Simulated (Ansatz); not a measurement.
**Molecular dynamics, step by step**

CH₄OSi (SMILES [C-]#[O+].[SiH4]), closed shell, PBE0-D4/def2-SVP (Ansatz 0.2.0). Settings (timestep in fs, temperature in K; T counts 15 degrees of freedom):

```yaml
hamiltonian: {xc: pbe0, dispersion: d4}
md: {n_steps: 30, timestep: 0.25, temperature: 100, ensemble: nvt_nose_hoover, seed: 793, initial_velocities: maxwell_boltzmann}
```

Start (the SMILES describes the start alone):

C1  (0.054, 0.457, -3.459)
O2  (-0.046, 0.325, -2.348)
Si3  (-0.002, -0.156, 1.160)
H4  (0.036, -0.361, 2.630)
H5  (0.870, 0.990, 0.800)
H6  (-1.396, 0.128, 0.737)
H7  (0.484, -1.383, 0.479)
(Å)

| step | time (fs) | potential energy less the start (meV) | kinetic energy (meV) | T (K) |
| --- | --- | --- | --- | --- |
| 0 | 0.00 | 0.0 | 64.6 | 100 |
| 2 | 0.50 | 1.8 | 62.8 | 97 |
| 4 | 1.00 | 3.5 | 61.1 | 95 |
| 6 | 1.50 | 4.9 | 59.7 | 92 |
| 8 | 2.00 | 5.7 | 59.0 | 91 |
| 10 | 2.50 | 5.8 | 58.8 | 91 |
| 12 | 3.00 | 5.4 | 59.3 | 92 |
| 14 | 3.50 | 4.5 | 60.1 | 93 |
| 16 | 4.00 | 3.5 | 61.1 | 95 |
| 18 | 4.50 | 2.7 | 61.9 | 96 |
| 20 | 5.00 | 2.3 | 62.3 | 96 |
| 22 | 5.50 | 2.6 | 62.0 | 96 |
| 24 | 6.00 | 3.6 | 61.0 | 94 |
| 26 | 6.50 | 5.2 | 59.4 | 92 |
| 28 | 7.00 | 7.3 | 57.4 | 89 |
| 30 | 7.50 | 9.6 | 55.1 | 85 |

Step 12, positions (Å) and forces (eV/Å):

```csv
atom,x,y,z,Fx,Fy,Fz
C1,0.063,0.462,-3.463,0.058,0.071,-0.564
O2,-0.051,0.321,-2.354,-0.060,-0.075,0.596
Si3,-0.003,-0.156,1.166,0.117,-0.187,-0.076
H4,0.072,-0.373,2.634,0.035,0.006,0.121
H5,0.845,0.985,0.761,0.184,0.233,0.002
H6,-1.397,0.131,0.782,-0.335,0.037,-0.075
H7,0.474,-1.374,0.455,0.000,-0.085,-0.004
```

Step 24, positions (Å) and forces (eV/Å):

```json
{"atom": "C1", "x": "0.072", "y": "0.467", "z": "-3.471", "Fx": "-0.039", "Fy": "-0.046", "Fz": "0.339"}
{"atom": "O2", "x": "-0.057", "y": "0.317", "z": "-2.357", "Fx": "0.035", "Fy": "0.042", "Fz": "-0.309"}
{"atom": "Si3", "x": "-0.003", "y": "-0.156", "z": "1.171", "Fx": "0.049", "Fy": "-0.072", "Fz": "-0.202"}
{"atom": "H4", "x": "0.112", "y": "-0.385", "z": "2.646", "Fx": "0.039", "Fy": "0.057", "Fz": "-0.092"}
{"atom": "H5", "x": "0.835", "y": "0.997", "z": "0.723", "Fx": "0.024", "Fy": "0.015", "Fz": "0.138"}
{"atom": "H6", "x": "-1.423", "y": "0.138", "z": "0.822", "Fx": "-0.033", "Fy": "-0.042", "Fz": "0.019"}
{"atom": "H7", "x": "0.463", "y": "-1.373", "z": "0.430", "Fx": "-0.076", "Fy": "0.046", "Fz": "0.106"}
```

Step 28, positions (Å) and forces (eV/Å):

```csv
atom,x,y,z,Fx,Fy,Fz
C1,0.075,0.469,-3.473,-0.071,-0.082,0.596
O2,-0.059,0.316,-2.359,0.067,0.078,-0.566
Si3,-0.003,-0.156,1.173,-0.004,0.010,-0.246
H4,0.126,-0.388,2.650,0.035,0.071,-0.151
H5,0.833,1.002,0.712,-0.042,-0.076,0.185
H6,-1.434,0.139,0.835,0.105,-0.073,0.054
H7,0.458,-1.372,0.423,-0.090,0.071,0.128
```

Last step (30):

| atom | x (Å) | y (Å) | z (Å) |
| --- | --- | --- | --- |
| C1 | 0.0766 | 0.4695 | -3.4742 |
| O2 | -0.0599 | 0.3150 | -2.3595 |
| Si3 | -0.0029 | -0.1562 | 1.1739 |
| H4 | 0.1327 | -0.3896 | 2.6510 |
| H5 | 0.8313 | 1.0043 | 0.7075 |
| H6 | -1.4392 | 0.1398 | 0.8421 |
| H7 | 0.4554 | -1.3712 | 0.4201 |

The run took about 22 s on 2 CPU threads of an Arm Neoverse V2 (shared host).
